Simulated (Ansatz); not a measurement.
**CF+ (triplet): wave-function methods side by side, def2-TZVPP**

One table from this session's results is given with a row withheld; the runs are named, their logs left out.

Method: def2-TZVPP, core rule «outside noble gas», up to 2 orbitals frozen; program: Ansatz 0.2.0, Gaussian basis.

Plan: UHF; ROHF; CCSD(T) on UHF.

**The system**

The geometry is a PBE0/def2-TZVP stationary point (not a proven minimum) of the parent state, kept for this charge and spin.

2 atoms, charge 1, spin multiplicity 3.

Atoms are counted from 1 here; the program's logs count them from 0.

Bond lengths: C1–F2 1.316 Å.

Set-up of the first run:

File in.yaml:

```yaml
crystal:
  periodic: [false, false, false]
  atoms:
    - {symbol: C, position_ang: [0.000000, 0.000000, 0.000000]}
    - {symbol: F, position_ang: [0.000000, 0.000000, 1.315900]}
basis:
  gaussian: {orbitals: def2-TZVPP}
total_charge: 1
magnetization: {spin_polarized: true, initial_magnetization: 2}
hamiltonian: {xc: hf}
output: {orbitals: {seedname: orbitals}}
```

Launch:

```sh
ansatz run in.yaml --threads 1 --pin off --events-out ev --progress --plain --max-ram 4096MiB --backend cpu
```

Among the steps run: UHF; ROHF; CCSD(T) on UHF.

One table of the session follows, with a row left open; its other results are not shown here.

It belongs to the step «Misses and costs». 

| method | from UCCSD(T) (meV) |
| --- | --- |
| ROHF | +9213.8 |
| UHF | +9135.0 |
| UMP2 | ? |
| UCCSD | +361.7 |
| UCCSD(T) | 0 |

Q: Estimate the row for UMP2 from the others.

The run gave: from UCCSD(T) (meV): +563.0. In the column «from UCCSD(T) (meV)» it lies between UCCSD (+361.7) and UHF (+9135.0).
